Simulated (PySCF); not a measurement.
Compound: 1,3-dioxane, C4H8O2.
Cartesian coordinates in Å at the PBE0-D3(BJ)/def2-SVP level; atoms count from 1:
```xyz
14
C4H8O2 angstrom
C      0.1135    1.1514   -0.3580
C      1.2161    0.3270    0.2899
O      1.1765   -0.9986   -0.1824
C     -0.0681   -1.5790    0.0324
O     -1.1008   -0.9101   -0.6145
C     -1.2089    0.4219   -0.1723
H      0.3229    1.2511   -1.4350
H      0.0692    2.1621    0.0782
H      2.2158    0.7227    0.0603
H      1.0949    0.3374    1.3946
H     -0.2778   -1.6177    1.1284
H     -0.0307   -2.5985   -0.3743
H     -2.0213    0.8893   -0.7471
H     -1.5013    0.4409    0.8999
```

The calculation used core-valence-separated Tamm–Dancoff BHandHLYP/aug-pcX-1 (pcseg-1 on H) in PySCF, non-relativistic, gas phase, PBE0-D3(BJ)/def2-SVP geometry. BHandHLYP without relativity tends to put these K edges a few eV too low, so spacings mean more than positions.

(1) List the oxygen K-edge absorption lines.

(2) Give energies, oscillator strengths and core holes at the C K edge.

Answers

(1) 
```csv
E (eV),f,core hole on,main final orbital
534.02,0.0076,O3/O5,"spread (2 roots, f summed)"
534.15,0.0264,O3/O5,"LUMO (2 roots, f summed)"
534.51,0.0113,O3/O5,"LUMO+1 (2 roots, f summed)"
534.75,0.0156,O3/O5,"LUMO+2 (2 roots, f summed)"
534.81,0.0073,O3/O5,"LUMO+3 (2 roots, f summed)"
```

The first line with a tenth or more of the strongest one's intensity is at 534.02 eV (f = 0.008, sum of 2), with the hole on O3/O5 (cyclic ether oxygen). The strongest listed is at 534.15 eV (f = 0.026, sum of 2; O3/O5).

(2) 
```csv
E (eV),f,core hole on,main final orbital
285.55,0.0182,C1,LUMO (70 %)
286.12,0.0243,C1,spread
286.75,0.0028,C1,LUMO+2 (79 %)
286.88,0.0574,C2/C6,"LUMO (2 roots, f summed)"
287.10,0.0046,C1,LUMO+1 (44 %)
287.38,0.0658,C2/C6,"spread (2 roots, f summed)"
287.60,0.0038,C1,"LUMO+3/LUMO+5 (2 roots, f summed)"
287.65,0.0494,C2/C6,"spread (2 roots, f summed)"
287.76,0.0009,C1,LUMO+4 (59 %)
288.07,0.0032,C1,LUMO+7 (89 %)
288.11,0.0027,C1,spread
288.18,0.0310,C4,LUMO+1 (32 %)
288.33,0.0024,C2/C6,"LUMO+2 (2 roots, f summed)"
288.36,0.0046,C1,LUMO+9 (40 %)
```

The first line with a tenth or more of the strongest one's intensity is at 285.55 eV (f = 0.018), with the hole on C1 (ring CH2 carbon). The strongest listed is at 287.38 eV (f = 0.066, sum of 2; C2/C6).

Roots within 0.03 eV whose holes lie on the same, on equivalent or on shared atoms are summed into one line, and the highest roots are left out, as the search may have cut off their partners. Final orbitals are the ground state's empty Kohn–Sham orbitals.

**Question.** What is the summed oscillator strength of the listed O K lines, and their intensity-weighted mean energy?

**Answer.** Σf = 0.068 over 5 lines from 534.02 to 534.81 eV; the weighted mean is 534.40 eV. The strongest line holds 39 % of the sum.

The ionisation thresholds weren't computed; near and above them a finite basis only mimics Rydberg series and continuum.

One conformer stands for the species.
